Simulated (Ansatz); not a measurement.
**How far each method lies from full CI for SnH2⁺, doublet**

Geometry: a point of a stretch scan, not a stationary point.

```xyz
3

Sn    0.0000    0.0000    0.6899
H     0.0000    0.0000   -3.0351
H     0.0000    0.0000    2.3453
```

Basis def2-SVP with its core potentials; Ansatz 0.2.0. Only valence electrons are correlated (noble-gas cores and the filled d shells of p-block atoms frozen), which leaves 5 electrons in 27 orbitals. Prefix R: restricted or restricted open-shell reference; prefix U: unrestricted. Active spaces: pair = (3e, 3o) about the gap; valence = (5e, 6o) chosen from the atoms' valence shells. No spin–orbit coupling is included; scalar relativity enters through the core potentials alone.

Full CI is exact within this basis and frozen core; it isn't the basis-set limit. The frozen core follows each run's orbitals, which can shift R against U totals by a few meV for light atoms and by up to 0.1 eV past Ca.

The UHF ⟨S²⟩ is 0.750, the T1 diagnostic (RCCSD) is 0.0091 and the largest doubles amplitude (RCCSD) is 0.067.

```
   level  E − E(RHF) (eV)
    RMP2          -1.3032
   RCCSD          -1.8119
RCCSD(T)          -1.8322
```

(1) Estimate how far full CI in def2-SVP lies from RCCSD(T). The table doesn't fix it; the size of (T) and the diagnostics are the guide.

(1) Full CI in def2-SVP lies 7 meV below RCCSD(T), which is 36 % of the (T) step (-20 meV). The diagnostics give no warning, yet the rest is a sizeable part of (T).

The other levels:

```
                            level  E − E(full CI) (meV)  share of correlation (%)  wall time
                          BCCD(T)                     7                     99.60     0.75 s
                           RCCSDT                     1                     99.95          –
                        RCCSDT(Q)                     0                     99.99      2.6 s
              CASSCF (pair space)                  1426                     22.48          –
              NEVPT2 (pair space)                   478                     74.00     0.66 s
              MRCISD (pair space)                    28                     98.48          –
            MRCISD+Q (pair space)                   -46                    102.51     0.96 s
           CASSCF (valence space)                   707                     61.55          –
           NEVPT2 (valence space)                   233                     87.35     0.78 s
           MRCISD (valence space)                    14                     99.23          –
         MRCISD+Q (valence space)                     3                     99.85      1.1 s
MRCISD+Q(relaxed) (valence space)                   -16                    100.89      1.1 s
```

The correlation energy at full CI, counted from RHF, is -1.840 eV. That run took 2.5 s on 1 thread of Intel Xeon Platinum 8488C, shared host over 263,670 determinants.

Run but not shown, since their state or frozen core can't be matched to the reference's or they repeat it: UHF, UMP2, UCCSD, UCCSD(T), UCCSDT, UCCSDT(Q).

Times hold each run's SCF and search for its determinant on a shared host, so for small cases they say little of a method's own cost; they ran on 1 thread of Intel Xeon Platinum 8488C.

More than 5 meV below full CI, which no variational method can be: MRCISD+Q (pair space), MRCISD+Q(relaxed) (valence space).

The full-CI state has the irrep A1 of C2v, in the program's axes (one component, if the state is degenerate).

Natural occupations of full CI about the gap: 1.959 1.908 1.000 0.038 0.038 0.031 0.006 0.006 0.005 0.004; effectively unpaired electrons, Σ n²(2−n)², 1.05.
